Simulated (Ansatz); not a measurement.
Ansatz (a first-principles code) input (RI-MP2/cc-pVQZ):
A basis named .json is the Basis Set Exchange file of that set.

Ansatz 0.2 input:
```yaml
crystal:
  periodic: [false, false, false]
  atoms:
    - {symbol: O, position_ang: [0.00797430, 0.03127390, 1.17113953]}
    - {symbol: C, position_ang: [0.01594649, 1.23699325, 0.39861600]}
    - {symbol: C, position_ang: [-0.00912020, -1.05942675, 0.35440347]}
    - {symbol: C, position_ang: [0.00238201, 0.77005062, -0.90890318]}
    - {symbol: C, position_ang: [-0.01334858, -0.66592199, -0.94516083]}
    - {symbol: H, position_ang: [-0.01658194, -2.03380540, 0.82240935]}
    - {symbol: H, position_ang: [0.00366830, 1.41506903, -1.77894846]}
    - {symbol: H, position_ang: [-0.02603907, -1.32162564, -1.80630991]}
basis:
  gaussian:
    orbitals: cc-pVQZ
    fitting: {mean_field: def2-universal-jkfit, correlation: cc-pVQZ-RIFIT.json}
total_charge: -1
magnetization: {spin_polarized: false}
correlation: {method: mp2, electrons: outside_noble_gas}
```

End of the output:

```
integrals: 0.49 GiB planned
431 factors; integrals over basis functions are off by at most 3.6e0 eV
mean field: 1.14 GiB planned
mean field evaluation 1: about -6203.3706 eV, gradient 3.0e1 eV
mean field evaluation 2: about -6205.4797 eV, gradient 1.7e1 eV
mean field evaluation 4: about -6206.1496 eV, gradient 1.2e0 eV
mean field evaluation 8: about -6206.1566 eV, gradient 2.7e-6 eV
mean field -6206.15660190 eV, -228.0720484360 hartree, gradient 2.7e-6 eV, S^2 0.000000; 0 other end points of the search recorded, 0 dependent functions left out
5 core orbitals not correlated
825 factors; their error is unknown
reference -6206.15660190 eV, -228.0720484360 hartree; 13, 13 occupied and 347, 347 virtual orbitals, 825 factors
second order -25.53659380 eV of doubles, -0.00000000 eV of singles
Total energy: -6231.69319571 eV, -229.0105009490 hartree
```

It need not be the lowest isomer of its formula. Whether it binds its extra electron was not tested at this geometry.
